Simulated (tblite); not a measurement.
Compound: carbon suboxide, C3O2.
Numbering: `[O:1]=[C:2]=[C:3]=[C:4]=[O:5]`

Computed with GFN2-xTB (tblite), gas phase: Langevin dynamics at 400 K from the optimised GFN2-xTB geometry, time step 0.5 fs, friction 0.01 fs⁻¹, 2000 steps.

Start geometry:
```
atom  x, y, z in Å
O1     -2.132   -0.196    1.157
C2     -1.115   -0.102    0.617
C3      0.002    0.000    0.023
C4      1.118    0.104   -0.572
O5      2.135    0.198   -1.113
```

The statistics below take the 31 frames saved every 25 fs from 250 to 1000 fs; their kinetic temperature (all 3N coordinates) averages 443 K.

Q: How do the bond lengths spread?

A: 
```
 bond  start (Å)  mean (Å)  standard deviation (Å)  shortest (Å)  longest (Å)
O1=C2      1.156     1.156                   0.021         1.123        1.200
C2=C3      1.269     1.276                   0.022         1.238        1.320
C3=C4      1.269     1.275                   0.025         1.227        1.328
C4=O5      1.156     1.160                   0.017         1.125        1.194
```

Q: Give the same statistics for bond angles, one of each kind.

A: 
| angle | start (°) | mean (°) | standard deviation (°) | smallest (°) | largest (°) |
| --- | --- | --- | --- | --- | --- |
| O1–C2–C3 | 180.0 | 170.6 | 3.5 | 160.8 | 176.7 |
| C2–C3–C4 | 180.0 | 163.5 | 6.9 | 147.2 | 177.5 |

Q: How far does each atom move about its mean position (frames aligned on the start, all atoms weighted alike), and what rms force does it feel?

A: 
```
atom  rms displacement (Å)  rms force (eV/Å)
  O1                  0.07              2.21
  C2                  0.08              2.48
  C3                  0.09              2.10
  C4                  0.07              2.76
  O5                  0.06              1.85
```

The displacements run from 0.06 to 0.09 Å, the largest at C3.

The run is classical and short, so these are rough statistics of one trajectory.

The cost below is that of the whole dynamics run. Hardware: one thread of an Arm Neoverse V1 (shared host). Cost: 4.4 s wall, 0.18 GiB resident at most.
